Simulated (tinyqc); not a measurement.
Inside a calculation. Method: Hueckel theory of the pi electrons, for the molecule [CH2]C([CH2])=CN (SMILES; centres numbered as the heavy atoms are written). One step of it, computed by the program tinyqc.

Problem. Energy, charges, bond orders. E = sum n x; q_r = z_r - P_rr; bond order p = P_rs; free valence = sqrt(3) - sum of p over the bonds of the atom.

x values: 2.050344  1.429143  0.000000  -0.259254  -1.770234

occupations: 2.000000  2.000000  2.000000  0.000000  0.000000

charge and bond-order matrix P:
```
           1C         2C         3C        4C         5N
1C   1.392241   0.622309  -0.607759  0.231476  -0.189544
2C   0.622309   1.015957   0.622309  0.466883  -0.085028
3C  -0.607759   0.622309   1.392241  0.231476  -0.189544
4C   0.231476   0.466883   0.231476  0.483283   0.638640
5N  -0.189544  -0.085028  -0.189544  0.638640   1.716279
```

Centres:
```
centre  z_r, pi electrons of the neutral centre         h
1C                                            1  0.000000
2C                                            1  0.000000
3C                                            1  0.000000
4C                                            1  0.000000
5N                                            2  1.450000
```

Bonds:
```
i  j         k
1  2         1
2  3         1
2  4         1
4  5  0.820000
```

Give: pi energy = 6 alpha + this times beta; pi charges; Bond orders and lengths from R = 1.517 - 0.180 p; free valence of the carbons; gap between the highest filled and the next level.

Solution.

pi energy = 6 alpha + this times beta = 6.9590

pi charges: 1C -0.3922, 2C -0.0160, 3C -0.3922, 4C 0.5167, 5N 0.2837

Bond orders and lengths from R = 1.517 - 0.180 p (angstrom, C-C alone):
```
bond       p       R
1-2   0.6223  1.4050
2-3   0.6223  1.4050
2-4   0.4669  1.4330
4-5   0.6386       -
```

free valence of the carbons: 1C 1.1097, 2C 0.0206, 3C 1.1097, 4C 0.6265

gap between the highest filled and the next level = 0.2593 |beta|
